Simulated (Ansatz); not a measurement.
CsP₂: from a trial structure to a relaxed crystal

Level of theory: DFT PBE, scalar-relativistic, plane waves, PAW in Ansatz. Cutoff 420 eV, Γ-centred k mesh, Gaussian smearing, no spin polarisation in the final step.

CsP₂ was placed on the fluorite structure type (Fm-3m, No. 225), with Cs in place of Ca, P in place of F, at a guessed volume.

```
CELL_PARAMETERS angstrom
0.00000 3.39464 3.39464
3.39464 0.00000 3.39464
3.39464 3.39464 0.00000
ATOMIC_POSITIONS crystal
Cs 0.00000 0.00000 0.00000
P 0.25000 0.25000 0.25000
P 0.75000 0.75000 0.75000
```

Cell and atoms relax at zero pressure; the relaxation can't lower the symmetry of the start. After a coarse first stage the cell is made exact in the group found at 0.06 Å.

Formation energies are uncorrected and refer to the elements' standard structures at the same level.

Q: Describe the relaxed structure.

A: It keeps Fm-3m (No. 225). The result has the fluorite structure. Conventional cell: a = 7.466 Å. Around Cs lie 8 P at 3.23 Å; P is coordinated by 4 Cs at 3.23 Å and 6 P at 3.73 Å.

```
Cs P
1.0
     0.00000    3.73279    3.73279
     3.73279    0.00000    3.73279
     3.73279    3.73279    0.00000
Cs P
1 2
Direct
  0.00000 0.00000 0.00000
  0.25000 0.25000 0.25000
  0.75000 0.75000 0.75000
```

Q: What are its volume, energy, density and gap?

A: The volume per atom is 34.67 Å³, the density is 3.11 g/cm³ and the energy over the elements is 1.45 eV/atom. The gap on the 12×12×12 mesh is 0 eV (a metal).

The final run used a 12×12×12 mesh on its 3-atom cell and 0.10 eV smearing. The k mesh leaves about 4 meV/atom of noise in metals. A structure relaxed within its symmetry needn't be a true minimum. The steps took roughly 30 core-seconds in all.

Cost: 3 runs of about 0.52 core-minutes in all, on Arm Neoverse V2 (shared hosts).